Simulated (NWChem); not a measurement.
# BCl₃; SMILES B(Cl)(Cl)Cl

```xyz
4

B      0.0000     0.0000     0.0000
Cl     0.8762     1.5057     0.0000
Cl     0.8659    -1.5116     0.0000
Cl    -1.7420     0.0059     0.0000
```
Atoms are numbered in this order, from 1.

Program: NWChem. Coordinates come from a PBE0/def2-SVP optimisation. Vertical excitations in the gas phase.

Problem. Predict the results for Hartree-Fock/def2-SVPD, CIS. Quantities: lowest excitation, singlet (eV); oscillator strength of that lowest state; lowest state with f > 0.02, singlet (eV); oscillator strength of that bright state; orbital gap (eV).

Solution. 
```json
{
 "lowest excitation, singlet (eV)": "7.57",
 "oscillator_strength_of_that_lowest_state": "0.000",
 "lowest state with f > 0.02, singlet (eV)": "8.80",
 "oscillator_strength_of_that_bright_state": "0.190",
 "orbital gap (eV)": "13.94"
}
```
